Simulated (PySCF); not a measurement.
**[C3H6O]-: g tensor and hyperfine couplings**

C3H6O (charge -1 and doublet state).
SMILES with atom numbers: `[CH3:1][C:2]([CH3:3])[O-:4]` (hydrogens: H5, H6, H7 on C1; H8, H9, H10 on C3)

Structure used (GFN2-xTB), in Å, numbered top down from 1:
```
atom  x, y, z in Å
C1    -1.243    0.064   -0.283
C2    -0.069   -0.350    0.594
C3     1.276   -0.031   -0.044
O4    -0.192   -0.344    1.902
H5    -1.286    1.157   -0.484
H6    -1.195   -0.429   -1.265
H7    -2.181   -0.215    0.197
H8     2.083   -0.373    0.605
H9     1.436    1.054   -0.227
H10    1.380   -0.528   -1.019
```

Method used: PySCF, UKS B3LYP, pcH-1 on C H O, non-relativistic, mean-field spin-orbit, GIAO. Whether the extra electron is bound in the gas phase wasn't checked; a finite basis holds it in any case. A GFN2-xTB geometry isn't a minimum of the functional, and hyperfine couplings can be far from their values at a DFT geometry, by a factor of two or more for some ions and for spin on atoms past the first row. No stability test was run, so a lower SCF solution isn't excluded.

* g1, g2, g3: 2.00209, 2.00470, 2.00512
* g_iso: 2.00397
* Form of g: close to axial: the two nearest values differ by 14 % of g3 − g1
* ⟨S²⟩: 0.7537 (exact 0.7500)
* Total energy: -193.12564 Eh
* Basis functions: 160

Hyperfine couplings atom by atom, in mT; T1 to T3 are the principal values of the dipolar part (MHz turned into mT with g_iso):

| atom | isotope | a_iso | T1 | T2 | T3 | Mulliken spin population |
| --- | --- | --- | --- | --- | --- | --- |
| C1 | 13C | 1.21 | -0.14 | 0.00 | 0.14 | -0.04 |
| C2 | 13C | 4.40 | -1.73 | -1.66 | 3.40 | 0.53 |
| C3 | 13C | 1.21 | -0.14 | 0.00 | 0.14 | -0.04 |
| O4 | 17O | -1.17 | -3.89 | 1.89 | 2.00 | 0.30 |
| H5 | 1H | 2.57 | -0.16 | -0.11 | 0.27 | 0.13 |
| H6 | 1H | 0.68 | -0.19 | -0.09 | 0.28 | 0.00 |
| H7 | 1H | 0.24 | -0.16 | -0.11 | 0.27 | 0.00 |
| H8 | 1H | 0.24 | -0.16 | -0.11 | 0.27 | 0.00 |
| H9 | 1H | 2.56 | -0.16 | -0.11 | 0.27 | 0.13 |
| H10 | 1H | 0.68 | -0.19 | -0.09 | 0.28 | 0.00 |

Largest spin populations (Mulliken): C2 (+0.53), O4 (+0.30), H5 (+0.13) and H9 (+0.13). The angles at C2 add up to 352.4°, so it is slightly pyramidal.

The SMILES `C[C](C)[O-]` draws the unpaired electron on C2, whose computed spin population is only +0.53.

Axes: g3 points within 5° of the C2–O4 bond.

Under fast tumbling the dipolar parts average out, and these isotropic splittings remain: 6 × 1H (H5 (×6), I = 1/2, 7 lines) with 1.16 mT.

Means are taken over nuclei equivalent by connectivity, which assumes that they swap fast. The six 1H nuclei of mean +32.6 MHz run from 6.6 to 72.0 MHz in the frozen geometry.

The 17O coupling of O4 (-32.7 MHz) shows only in satellite lines or after enrichment, since that isotope makes up about 0.038 % of natural oxygen.

The 13C coupling of C2 (123.3 MHz) shows only in satellite lines or after enrichment, since that isotope makes up about 1.07 % of natural carbon.
